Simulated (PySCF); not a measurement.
Level of theory: PBE-D3(BJ)/def2-TZVP // PBE-D3(BJ)/def2-SVP (PySCF). Gas-phase values, no solvent. 

Reference species (SMILES): `[OH]` (neutral, multiplicity 2).

```json
{
  "dipole_moment": "1.73 D",
  "highest_occupied_spin_orbital": "-7.14 eV"
}
```

Changed species: `[N](C)C` (free radical N(CH3)2; the reference has free radical OH).

Task: Give the shifts of the dipole moment and highest occupied spin orbital.

Result: the dipole moment is nearly the same; the highest occupied spin orbital rises by 1.58 eV, to -5.56 eV.
